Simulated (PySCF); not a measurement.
# Potential energy of SiB along the bond

Set-up: Si cc-pV(D+d)Z, B cc-pVDZ; no relativity (PySCF 2.14). Energies in eV from Si + B in their ground configurations at the same level. State: ⁴Σ⁻ (quartet), unpaired electrons σ ↑, π ↑↑.

All columns are PBE0. A positive dipole means Si(−)B(+).

```
R (Å)  E (eV)  μ (D)  Mulliken charge on Si (basis-dependent)  HOMO (eV)  LUMO (eV)  Mayer bond order  ⟨S²⟩
1.651  -2.598  -0.26                                     0.23      -6.58      -3.59              1.93  3.75
1.728  -3.106  -0.33                                     0.19      -6.63      -3.47              1.93  3.75
1.805  -3.386  -0.40                                     0.17      -6.67      -3.37              1.93  3.75
1.862  -3.483  -0.44                                     0.16      -6.69      -3.30              1.91  3.75
1.920  -3.508  -0.48                                     0.14      -6.71      -3.24              1.90  3.75
1.978  -3.477  -0.51                                     0.13      -6.68      -3.18              1.87  3.75
2.054  -3.372  -0.53                                     0.12      -6.53      -3.11              1.83  3.75
2.150  -3.174  -0.53                                     0.11      -6.37      -3.02              1.77  3.75
2.266  -2.886  -0.48                                     0.08      -6.20      -2.93              1.68  3.75
2.419  -2.475  -0.32                                     0.05      -6.01      -3.03              1.55  3.75
```

A fit through these points gives, at Re = 1.914 Å, μ = -0.47 D and dμ/dR = -0.599 D/Å; the reduced mass is 7.9 u.

Question: How strong is the fundamental in the double-harmonic approximation, I = 42.26·(dμ/dR)²/μred km/mol?

Answer: I = 42.26·(-0.599)²/7.9 = 1.92 km/mol at PBE0.

The state was picked by a PBE0 search and need not be the measured ground state.
